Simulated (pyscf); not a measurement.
`[F][GeH3]` + `[FH]` → `[GeH2]` [singlet] + `[FH]` + `[FH]`, a multi-bond step (singlet surface; F–Ge, Ge–H, F–H broken, F–H, F–H formed). PySCF, gas phase, ωB97X-D3(BJ)/def2-SVP geometries. Correlated levels are frozen-core, on RHF or UHF. ΔMP2 is the change of the MP2 total energy from the triple- to the quadruple-zeta basis. Energies in eV from the separated reactants.

Small-basis levels: PySCF, no dispersion term, spherical d functions. AM1 to PM7: differences of heats of formation from MOPAC. GFN2-xTB: tblite. Cost: rough CPU time at the saddle relative to B3LYP/6-31G*+LANL2DZ, from one job on a shared machine.

```
level                             barrier  reaction energy        cost
--------------------------------  -------  ---------------  ----------
HF/STO-3G                            2.47            +3.92         0.1
BP86/6-31G*+LANL2DZ                  1.02            +2.53           1
B3LYP/LANL2DZ                        1.37            +2.41         0.9
B3LYP/6-31G*+LANL2DZ                 1.34            +2.56           1
GFN2-xTB                             1.91            +2.12  under 0.02
AM1                                   ___            +2.01  under 0.02
PM3                                   ___            +2.40  under 0.02
CCSD(T)/def2-TZVPP + ΔMP2(QZVPP)      ___            +2.29           –
```

Task: Complete the blanks.

Result: 
- AM1, barrier: 3.20
- PM3, barrier: 3.24
- CCSD(T)/def2-TZVPP + ΔMP2(QZVPP), barrier: 1.87

Against the last row the barrier runs from -0.85 (BP86/6-31G*+LANL2DZ) to +1.37 eV (PM3). CCSD(T)/def2-TZVPP + ΔMP2(QZVPP) has limits of its own. On the reactant side the descent ends in a complex (not fully relaxed), 0.30 eV under the separated species and 2.07 eV under the saddle at ωB97X-D3(BJ)/def2-TZVP. On the product side the descent ends in an adduct with a F–Ge contact, 0.89 eV under the separated species and 0.19 eV under the saddle at ωB97X-D3(BJ)/def2-TZVP. At CCSD(T) the saddle lies under the separated products, which points to a path from their complex (located at ωB97X-D3(BJ) alone), and parting the products costs more than the saddle. What is counted as broken (F–Ge) persists as a longer contact in the product adduct; parting that adduct is a step of its own. At ωB97X-D3(BJ) the barrier from the zero used here is 1.77 eV. One saddle was located; it need not be the lowest between these sides. The CCSD(T) − MP2 part came from Ansatz, without density fitting, on the same reference. The frozen core leaves the outer d or s,p core shells of the metals and heavy elements correlated in the MP2 and CC values, and def2-TZVPP describes them poorly, which can shift differences by a few kcal/mol. In the def2 sets elements up to Kr have no core potential.
